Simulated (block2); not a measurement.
# [AlH4]− (SMILES [AlH4-]): DMRG/STO-3G

Aim: the vertical ionisation energy of [AlH4]− at DMRG/STO-3G, from 2 runs. 

The results are computed with block2 0.5.4.

3 further runs of the same task are left out: 3 set aside as unsound or not needed.

## 1. The structure to begin with

[AlH4]−: 5 atoms, total charge -1, spin state singlet. As SMILES, `[AlH4-]`. Geometry: a GFN2-xTB relaxation, a rough one for these elements and not checked as a minimum.

Bond lengths: Al1–H2 1.628 Å, Al1–H3 1.628 Å, Al1–H4 1.628 Å, Al1–H5 1.627 Å. Angles: H2–Al1–H3 109.4°, H2–Al1–H4 109.5°, H2–Al1–H5 109.4°, H3–Al1–H4 109.5°, H3–Al1–H5 109.4°, H4–Al1–H5 109.6°.

## 2. A single-point energy at DMRG/STO-3G

Contents of integrals.py:

```python
from pyscf import ao2mo, cc, dft, gto, mcscf, mp, scf
from pyscf.tools import fcidump

geom = """
Al    -0.00003779     0.00011338    -0.00204090
H      2.72783856    -0.95293219     1.05146251
H     -2.23548931    -1.14233944     1.77469850
H     -0.38520177    -0.97723407    -2.89262268
H     -0.10709078     3.07241122     0.06850257
"""
mol = gto.M(
    atom=geom,
    basis="sto-3g",
    unit="bohr",
    charge=-1,
    spin=0,
    verbose=3,
    max_memory=2000,
)
print("basis functions = %d" % (mol.nao))
mf = scf.RHF(mol)
mf.conv_tol = 1e-10
mf.max_cycle = 200
mf.kernel()
if not mf.converged:
    mf = mf.newton().run(mf.mo_coeff, mf.mo_occ)
print(f"E(SCF) = {mf.e_tot:.10f}")
# single-reference ladder for comparison
ref = mf
pt = mp.MP2(ref, frozen=5).run()
mycc = cc.CCSD(ref, frozen=5)
mycc.max_cycle = 150
mycc.kernel()
print(f"MP2 total energy = {pt.e_tot:.10f}")
if mycc.converged:
    print(f"CCSD total energy = {mycc.e_tot:.10f}")
    print(f"E(CCSD(T)) = {mycc.e_tot + mycc.ccsd_t():.10f}")
    print("T1 = %.4f" % (mycc.get_t1_diagnostic()))
# a few density functionals on the same geometry and basis
ks = dft.RKS(mol, xc="hse06").set(conv_tol=1e-9, verbose=3).run()
if ks.converged:
    print(f"E(HSE06) = {ks.e_tot:.8f}")
ks = dft.RKS(mol, xc="tpss").set(conv_tol=1e-9, verbose=3).run()
if ks.converged:
    print(f"E(TPSS) = {ks.e_tot:.8f}")
ks = dft.RKS(mol, xc="camb3lyp").set(conv_tol=1e-9, verbose=3).run()
if ks.converged:
    print("E(CAM-B3LYP) = %.8f" % (ks.e_tot))
# natural orbitals of MP2 give a compact matrix product state
occ_no, mo = mcscf.addons.make_natural_orbitals(mp.MP2(mf, frozen=5).run())
mf.mo_coeff = mo
# write the integrals of the correlated orbitals
cas = mcscf.CASCI(mf, 8, 8)
h1, ecore = cas.get_h1eff()
fcidump.from_integrals("FCIDUMP", h1, cas.get_h2eff(), 8, 8, nuc=ecore, ms=0)
# exact diagonalisation in the same space
ci = mcscf.CASCI(mf, 8, (4, 4))
ci.fix_spin_(ss=0)
ci.fcisolver.conv_tol = 1e-10
ci.fcisolver.max_cycle = 200
ci.kernel()
print("FCI energy = %.10f" % (ci.e_tot))
```

Contents of block.conf:

```
sym c1
orbitals FCIDUMP
nelec 8
spin 0
irrep 1
occ 2 2 2 2 0 0 0 0
cbias 0.3
schedule
0 50 1E-07 1E-04
4 75 1E-07 1E-04
8 100 1E-07 1E-05
11 100 1E-08 0.0
end
maxiter 17
sweep_tol 1E-06
fiedler
mem 1g
num_thrds 1
prefix ./tmp
outputlevel 2
```

Command:

```bash
$ python integrals.py && block2main block.conf
```

What it wrote:

```text
$ python integrals.py
basis functions = 13
converged SCF energy = -241.147237562336
E(SCF) = -241.1472375623
E(RMP2) = -241.188161479011  E_corr = -0.0409239166753222
E(SCS-RMP2) = -241.19580343095  E_corr = -0.0485658686149487
E(CCSD) = -241.2070493411044  E_corr = -0.05981177876882494
MP2 total energy = -241.1881614790
CCSD total energy = -241.2070493411
CCSD(T) correction = -0.000314736574516409
E(CCSD(T)) = -241.2073640777
T1 = 0.0087
converged SCF energy = -241.638758010027
E(HSE06) = -241.63875801
converged SCF energy = -241.776352776635
E(TPSS) = -241.77635278
converged SCF energy = -241.723608398117
E(CAM-B3LYP) = -241.72360840
E(RMP2) = -241.188161479011  E_corr = -0.0409239166753222
E(SCS-RMP2) = -241.19580343095  E_corr = -0.0485658686149487
CASCI E = -241.207462524012  E(CI) = -9.04766314965212  S^2 = 0.0000000
FCI energy = -241.2074625240

$ block2main block.conf

********************************** INPUT START **********************************
sym                                                             c1
orbitals                                                   FCIDUMP
nelec                                                            8
spin                                                             0
irrep                                                            1
occ                                                2 2 2 2 0 0 0 0
cbias                                                          0.3
maxiter                                                         17
sweep_tol                                                    1E-06
fiedler
mem                                                             1g
num_thrds                                                        1
prefix                                                       ./tmp
outputlevel                                                      2
schedule                  Sweep   0-   3 : Mmps =    50 Noise =    0.0001 DavTol =     1e-07
                          Sweep   4-   7 : Mmps =    75 Noise =    0.0001 DavTol =     1e-07
                          Sweep   8-  10 : Mmps =   100 Noise =     1e-05 DavTol =     1e-07
                          Sweep  11-  16 : Mmps =   100 Noise =         0 DavTol =     1e-08
********************************** INPUT END   **********************************

SPIN ADAPTED - REAL DOMAIN - DOUBLE PREC
qc mpo type =  QCTypes.Conventional
 UseMainStack = 0 MinDiskUsage = 1 MinMemUsage = 0 IBuf = 0 OBuf = 0
 FPCompression: prec = 1.00e-16 chunk = 1024
 IMain = 0 B / 66.8 MB DMain = 0 B / 343 MB ISeco = 0 B / 28.6 MB DSeco = 0 B / 515 MB
 OpenMP = 1 TBB = 0 BLIS = 0 MKL = GNU 2024.0.2 SeqType = Tasked AlignType = None MKLIntLen = 4
 THREADING = 2 layers : Global | Operator BatchedGEMM
 NUMBER : Global = 1 Operator = 1 Quanta = 0 MKL = 1
 COMPLEX = 1 SINGLE-PREC = 1 KSYMM = 0
using fiedler reorder =  [7 2 1 4 0 6 3 5]
read integral finished 0.007367727987002581
integral sym error =            0
MinMPOMemUsage =  False
MPS =  CCRRRRRR 0 2 < N=8 S=0 PG=0 >
GS INIT MPS BOND DIMS =       1     3    10    35    55    35    10     3     1
pre-mpo memory usage =  168 MB
build mpo start ...
build mpo finished ... Tread = 0.000 Twrite = 0.000 T = 0.004
simpl mpo start ...
simpl mpo finished ... Tread = 0.000 Twrite = 0.000 T = 0.012
GS MPO BOND DIMS =      13    20    31    46    31    20    13     1
build 1pdm mpo 0.06071111297933385
build identity mpo 0.06187330698594451
memory usage =  173 MB
para mpo finished 0.06262323400005698
Environment initialization | Nsites =     8 | Center =     0
 INIT-R <-- Site =    5 ..  Bmem =   216 B Rmem =   216 B T = 0.00
 INIT-R <-- Site =    4 ..  Bmem = 2.66 KB Rmem = 2.66 KB T = 0.00
 INIT-R <-- Site =    3 ..  Bmem = 40.3 KB Rmem =  108 KB T = 0.00
 INIT-R <-- Site =    2 ..  Bmem =  659 KB Rmem =  116 KB T = 0.01
 INIT-R <-- Site =    1 ..  Bmem =  844 KB Rmem = 40.3 KB T = 0.01
 INIT-R <-- Site =    0 ..  Bmem =  238 KB Rmem = 2.66 KB T = 0.00
Time init sweep =        0.020 | MaxBmem =  844 KB | MaxRmem = 40.3 KB
 | Tread = 0.000 | Twrite = 0.001 | Tfpread = 0.000 | Tfpwrite = 0.001 | data = 246 KB | cpsd = 199 KB | Tasync = 0.000

env init finished 0.08425800799159333

[... 2 lines left out ...]
 --> Site =    1-   2 .. Mmps =   10 Ndav =  11 E =   -239.8393952780 Error = 0.00e+00 FLOPS = 5.35e+08 Tdav = 0.00 T = 0.01
[... 1 line left out ...]
 --> Site =    3-   4 .. Mmps =   50 Ndav =  11 E =   -241.2074624805 Error = 2.86e-05 FLOPS = 1.06e+09 Tdav = 0.04 T = 0.06
[... 1 line left out ...]
 --> Site =    5-   6 .. Mmps =   50 Ndav =   1 E =   -241.2073906553 Error = 1.77e-09 FLOPS = 4.49e+08 Tdav = 0.00 T = 0.01
[... 10 lines left out ...]
 <-- Site =    6-   7 .. Mmps =    3 Ndav =   1 E =   -241.2073906553 Error = 0.00e+00 FLOPS = 4.51e+08 Tdav = 0.00 T = 0.00
[... 1 line left out ...]
 <-- Site =    4-   5 .. Mmps =   35 Ndav =   1 E =   -241.2073906553 Error = 0.00e+00 FLOPS = 7.75e+08 Tdav = 0.00 T = 0.01
[... 1 line left out ...]
 <-- Site =    2-   3 .. Mmps =   50 Ndav =   3 E =   -241.2073924112 Error = 4.98e-07 FLOPS = 1.36e+09 Tdav = 0.00 T = 0.01
[... 1 line left out ...]
 <-- Site =    0-   1 .. Mmps =   12 Ndav =   1 E =   -241.2073924074 Error = 3.16e-18 FLOPS = 5.46e+08 Tdav = 0.00 T = 0.00
[... 10 lines left out ...]
 --> Site =    1-   2 .. Mmps =   10 Ndav =   1 E =   -241.2073924074 Error = 0.00e+00 FLOPS = 7.79e+08 Tdav = 0.00 T = 0.01
[... 1 line left out ...]
 --> Site =    3-   4 .. Mmps =   50 Ndav =   4 E =   -241.2074625167 Error = 2.86e-05 FLOPS = 2.07e+09 Tdav = 0.01 T = 0.02
[... 1 line left out ...]
 --> Site =    5-   6 .. Mmps =   50 Ndav =   1 E =   -241.2073906311 Error = 1.77e-09 FLOPS = 6.81e+08 Tdav = 0.00 T = 0.01
[... 10 lines left out ...]
 <-- Site =    6-   7 .. Mmps =    3 Ndav =   1 E =   -241.2073906311 Error = 0.00e+00 FLOPS = 3.22e+08 Tdav = 0.00 T = 0.00
[... 1 line left out ...]
 <-- Site =    4-   5 .. Mmps =   35 Ndav =   2 E =   -241.2073906836 Error = 0.00e+00 FLOPS = 7.49e+08 Tdav = 0.00 T = 0.01
[... 1 line left out ...]
 <-- Site =    2-   3 .. Mmps =   50 Ndav =   2 E =   -241.2073923593 Error = 4.99e-07 FLOPS = 1.01e+09 Tdav = 0.00 T = 0.01
[... 1 line left out ...]
 <-- Site =    0-   1 .. Mmps =   12 Ndav =   1 E =   -241.2073923560 Error = 2.60e-18 FLOPS = 3.30e+08 Tdav = 0.00 T = 0.00
[... 10 lines left out ...]
 --> Site =    1-   2 .. Mmps =   10 Ndav =   1 E =   -241.2073923560 Error = 0.00e+00 FLOPS = 4.56e+08 Tdav = 0.00 T = 0.01
[... 1 line left out ...]
 --> Site =    3-   4 .. Mmps =   75 Ndav =   4 E =   -241.2074625167 Error = 3.23e-06 FLOPS = 1.10e+09 Tdav = 0.01 T = 0.03
[... 1 line left out ...]
 --> Site =    5-   6 .. Mmps =   65 Ndav =   1 E =   -241.2074542960 Error = 6.67e-19 FLOPS = 5.54e+08 Tdav = 0.00 T = 0.02
[... 10 lines left out ...]
 <-- Site =    6-   7 .. Mmps =    3 Ndav =   1 E =   -241.2074542960 Error = 0.00e+00 FLOPS = 4.34e+08 Tdav = 0.00 T = 0.00
[... 1 line left out ...]
 <-- Site =    4-   5 .. Mmps =   35 Ndav =   1 E =   -241.2074542960 Error = 0.00e+00 FLOPS = 9.72e+08 Tdav = 0.00 T = 0.02
[... 1 line left out ...]
 <-- Site =    2-   3 .. Mmps =   75 Ndav =   2 E =   -241.2074543673 Error = 1.39e-07 FLOPS = 1.41e+09 Tdav = 0.00 T = 0.02
[... 1 line left out ...]
 <-- Site =    0-   1 .. Mmps =   12 Ndav =   1 E =   -241.2074543668 Error = 7.73e-18 FLOPS = 5.57e+08 Tdav = 0.00 T = 0.01
[... 10 lines left out ...]
 --> Site =    1-   2 .. Mmps =   10 Ndav =   1 E =   -241.2074543668 Error = 0.00e+00 FLOPS = 6.42e+08 Tdav = 0.00 T = 0.01
[... 1 line left out ...]
 --> Site =    3-   4 .. Mmps =   75 Ndav =   3 E =   -241.2074625144 Error = 3.22e-06 FLOPS = 1.07e+09 Tdav = 0.01 T = 0.03
[... 1 line left out ...]
 --> Site =    5-   6 .. Mmps =   65 Ndav =   1 E =   -241.2074543054 Error = 4.37e-18 FLOPS = 5.97e+08 Tdav = 0.00 T = 0.01
[... 10 lines left out ...]
 <-- Site =    6-   7 .. Mmps =    3 Ndav =   1 E =   -241.2074543054 Error = 0.00e+00 FLOPS = 5.60e+08 Tdav = 0.00 T = 0.00
 <-- Site =    5-   6 .. Mmps =   10 Ndav =   1 E =   -241.2074543054 Error = 0.00e+00 FLOPS = 6.90e+08 Tdav = 0.00 T = 0.01
 <-- Site =    4-   5 .. Mmps =   35 Ndav =   1 E =   -241.2074543054 Error = 0.00e+00 FLOPS = 9.37e+08 Tdav = 0.00 T = 0.01
 <-- Site =    3-   4 .. Mmps =   75 Ndav =   3 E =   -241.2074625143 Error = 2.88e-06 FLOPS = 1.05e+09 Tdav = 0.01 T = 0.03
 <-- Site =    2-   3 .. Mmps =   75 Ndav =   2 E =   -241.2074543672 Error = 1.39e-07 FLOPS = 1.50e+09 Tdav = 0.00 T = 0.02
 <-- Site =    1-   2 .. Mmps =   65 Ndav =   1 E =   -241.2074543667 Error = 2.50e-18 FLOPS = 7.57e+08 Tdav = 0.00 T = 0.01
 <-- Site =    0-   1 .. Mmps =   12 Ndav =   1 E =   -241.2074543667 Error = 3.59e-18 FLOPS = 5.53e+08 Tdav = 0.00 T = 0.00
[... 8 lines left out ...]
Sweep =    8 | Direction =  forward | Bond dimension =  100 | Noise =  1.00e-05 | Dav threshold =  1.00e-07
 --> Site =    0-   1 .. Mmps =    3 Ndav =   1 E =   -241.2074543667 Error = 0.00e+00 FLOPS = 4.20e+08 Tdav = 0.00 T = 0.00
 --> Site =    1-   2 .. Mmps =   10 Ndav =   1 E =   -241.2074543667 Error = 0.00e+00 FLOPS = 5.72e+08 Tdav = 0.00 T = 0.01
 --> Site =    2-   3 .. Mmps =   35 Ndav =   1 E =   -241.2074543667 Error = 0.00e+00 FLOPS = 1.27e+09 Tdav = 0.00 T = 0.01
 --> Site =    3-   4 .. Mmps =  100 Ndav =   3 E =   -241.2074625142 Error = 1.77e-07 FLOPS = 1.07e+09 Tdav = 0.01 T = 0.03
 --> Site =    4-   5 .. Mmps =  100 Ndav =   1 E =   -241.2074619454 Error = 3.37e-09 FLOPS = 1.01e+09 Tdav = 0.00 T = 0.03
 --> Site =    5-   6 .. Mmps =   65 Ndav =   1 E =   -241.2074619454 Error = 6.70e-18 FLOPS = 6.76e+08 Tdav = 0.00 T = 0.01
 --> Site =    6-   7 .. Mmps =   12 Ndav =   1 E =   -241.2074619454 Error = 1.01e-16 FLOPS = 3.56e+08 Tdav = 0.00 T = 0.00
Time elapsed =      0.797 | E =    -241.2074625142 | DE = 2.12e-11 | DW = 1.76824e-07
Time sweep =        0.096 | 17.2 MFLOP/SWP
 | Dmem = 760 KB (3%) | Imem = 61.4 KB (95%) | Hmem = 2.91 MB | Wmem = 13.8 KB | Pmem = 111 KB
 | Tread = 0.001 | Twrite = 0.003 | Tfpread = 0.001 | Tfpwrite = 0.002 | Tmporead = 0.000
 | data = 935 KB | cpsd = 729 KB | Tasync = 0.000
 | Trot = 0.004 | Tctr = 0.001 | Tint = 0.001 | Tmid = 0.005 | Tdctr = 0.001 | Tdiag = 0.002 | Tinfo = 0.003
 | Teff = 0.036 | Tprt = 0.007 | Teig = 0.018 | Tblk = 0.078 | Tmve = 0.018 | Tdm = 0.001 | Tsplt = 0.004 | Tsvd = 0.000 | Torth = 0.000

Sweep =    9 | Direction = backward | Bond dimension =  100 | Noise =  1.00e-05 | Dav threshold =  1.00e-07
 <-- Site =    6-   7 .. Mmps =    3 Ndav =   1 E =   -241.2074619454 Error = 0.00e+00 FLOPS = 4.67e+08 Tdav = 0.00 T = 0.00
 <-- Site =    5-   6 .. Mmps =   10 Ndav =   1 E =   -241.2074619454 Error = 0.00e+00 FLOPS = 8.53e+08 Tdav = 0.00 T = 0.01
 <-- Site =    4-   5 .. Mmps =   35 Ndav =   1 E =   -241.2074619454 Error = 0.00e+00 FLOPS = 1.41e+09 Tdav = 0.00 T = 0.02
 <-- Site =    3-   4 .. Mmps =  100 Ndav =   2 E =   -241.2074625114 Error = 1.51e-07 FLOPS = 1.14e+09 Tdav = 0.01 T = 0.02
 <-- Site =    2-   3 .. Mmps =  100 Ndav =   1 E =   -241.2074620180 Error = 3.94e-09 FLOPS = 1.75e+09 Tdav = 0.00 T = 0.02
 <-- Site =    1-   2 .. Mmps =   65 Ndav =   1 E =   -241.2074620180 Error = 2.70e-18 FLOPS = 8.50e+08 Tdav = 0.00 T = 0.01
 <-- Site =    0-   1 .. Mmps =   12 Ndav =   1 E =   -241.2074620180 Error = 2.15e-18 FLOPS = 6.06e+08 Tdav = 0.00 T = 0.00
Time elapsed =      0.888 | E =    -241.2074625114 | DE = 2.85e-09 | DW = 1.50638e-07
Time sweep =        0.091 | 15.1 MFLOP/SWP
 | Dmem = 462 KB (5%) | Imem = 61.4 KB (95%) | Hmem = 2.95 MB | Wmem = 13.8 KB | Pmem = 111 KB
 | Tread = 0.002 | Twrite = 0.003 | Tfpread = 0.002 | Tfpwrite = 0.002 | Tmporead = 0.000
 | data = 935 KB | cpsd = 746 KB | Tasync = 0.000
 | Trot = 0.004 | Tctr = 0.000 | Tint = 0.000 | Tmid = 0.001 | Tdctr = 0.001 | Tdiag = 0.002 | Tinfo = 0.003
 | Teff = 0.039 | Tprt = 0.007 | Teig = 0.013 | Tblk = 0.077 | Tmve = 0.013 | Tdm = 0.001 | Tsplt = 0.004 | Tsvd = 0.000 | Torth = 0.000

Sweep =   10 | Direction =  forward | Bond dimension =  100 | Noise =  1.00e-05 | Dav threshold =  1.00e-07
 --> Site =    0-   1 .. Mmps =    3 Ndav =   1 E =   -241.2074620180 Error = 0.00e+00 FLOPS = 6.49e+08 Tdav = 0.00 T = 0.00
 --> Site =    1-   2 .. Mmps =   10 Ndav =   1 E =   -241.2074620180 Error = 0.00e+00 FLOPS = 1.56e+09 Tdav = 0.00 T = 0.01
 --> Site =    2-   3 .. Mmps =   35 Ndav =   1 E =   -241.2074620180 Error = 0.00e+00 FLOPS = 2.44e+09 Tdav = 0.00 T = 0.01
 --> Site =    3-   4 .. Mmps =  100 Ndav =   2 E =   -241.2074625131 Error = 1.67e-07 FLOPS = 1.62e+09 Tdav = 0.00 T = 0.02
 --> Site =    4-   5 .. Mmps =  100 Ndav =   1 E =   -241.2074619591 Error = 3.37e-09 FLOPS = 1.98e+09 Tdav = 0.00 T = 0.02
 --> Site =    5-   6 .. Mmps =   65 Ndav =   1 E =   -241.2074619591 Error = 6.50e-18 FLOPS = 1.56e+09 Tdav = 0.00 T = 0.01
 --> Site =    6-   7 .. Mmps =   12 Ndav =   1 E =   -241.2074619591 Error = 3.96e-17 FLOPS = 8.66e+08 Tdav = 0.00 T = 0.00
Time elapsed =      0.954 | E =    -241.2074625131 | DE = -1.70e-09 | DW = 1.67173e-07
Time sweep =        0.066 | 15.1 MFLOP/SWP
 | Dmem = 760 KB (3%) | Imem = 61.4 KB (95%) | Hmem = 2.95 MB | Wmem = 13.8 KB | Pmem = 111 KB
 | Tread = 0.001 | Twrite = 0.002 | Tfpread = 0.001 | Tfpwrite = 0.001 | Tmporead = 0.000
 | data = 935 KB | cpsd = 730 KB | Tasync = 0.000
 | Trot = 0.003 | Tctr = 0.001 | Tint = 0.000 | Tmid = 0.003 | Tdctr = 0.001 | Tdiag = 0.002 | Tinfo = 0.002
 | Teff = 0.027 | Tprt = 0.004 | Teig = 0.009 | Tblk = 0.054 | Tmve = 0.012 | Tdm = 0.000 | Tsplt = 0.003 | Tsvd = 0.000 | Torth = 0.000

Sweep =   11 | Direction = backward | Bond dimension =  100 | Noise =  0.00e+00 | Dav threshold =  1.00e-08
 <-- Site =    6-   7 .. Mmps =    3 Ndav =   1 E =   -241.2074619591 Error = 0.00e+00 FLOPS = 1.00e+09 Tdav = 0.00 T = 0.00
 <-- Site =    5-   6 .. Mmps =   10 Ndav =   1 E =   -241.2074619591 Error = 0.00e+00 FLOPS = 1.35e+09 Tdav = 0.00 T = 0.01
 <-- Site =    4-   5 .. Mmps =   35 Ndav =   2 E =   -241.2074619624 Error = 0.00e+00 FLOPS = 2.19e+09 Tdav = 0.00 T = 0.01
 <-- Site =    3-   4 .. Mmps =  100 Ndav =   3 E =   -241.2074625235 Error = 1.37e-07 FLOPS = 1.99e+09 Tdav = 0.01 T = 0.02
 <-- Site =    2-   3 .. Mmps =   35 Ndav =   2 E =   -241.2074620279 Error = 9.44e-17 FLOPS = 3.15e+09 Tdav = 0.00 T = 0.01
 <-- Site =    1-   2 .. Mmps =   10 Ndav =   1 E =   -241.2074620279 Error = 3.06e-18 FLOPS = 3.23e+08 Tdav = 0.00 T = 0.01
 <-- Site =    0-   1 .. Mmps =    3 Ndav =   1 E =   -241.2074620279 Error = 6.67e-18 FLOPS = 3.85e+07 Tdav = 0.00 T = 0.00
Time elapsed =      1.014 | E =    -241.2074625235 | DE = -1.04e-08 | DW = 1.36633e-07
Time sweep =        0.060 | 24.7 MFLOP/SWP
 | Dmem = 462 KB (5%) | Imem = 61.4 KB (95%) | Hmem = 2.95 MB | Wmem = 13.8 KB | Pmem = 0 B
 | Tread = 0.001 | Twrite = 0.001 | Tfpread = 0.001 | Tfpwrite = 0.001 | Tmporead = 0.000
 | data = 538 KB | cpsd = 431 KB | Tasync = 0.000
 | Trot = 0.002 | Tctr = 0.000 | Tint = 0.000 | Tmid = 0.001 | Tdctr = 0.000 | Tdiag = 0.001 | Tinfo = 0.002
 | Teff = 0.023 | Tprt = 0.000 | Teig = 0.012 | Tblk = 0.051 | Tmve = 0.008 | Tdm = 0.000 | Tsplt = 0.002 | Tsvd = 0.000 | Torth = 0.000

Final canonical form =  CRRRRRRR 0
DMRG Energy = -241.207462523532485
```

Run time: 6.6 s. Hardware: 1 thread of Intel Xeon Platinum 8488C (Sapphire Rapids), shared host; peak memory 0.18 GiB.

[end of part 1 of 2]
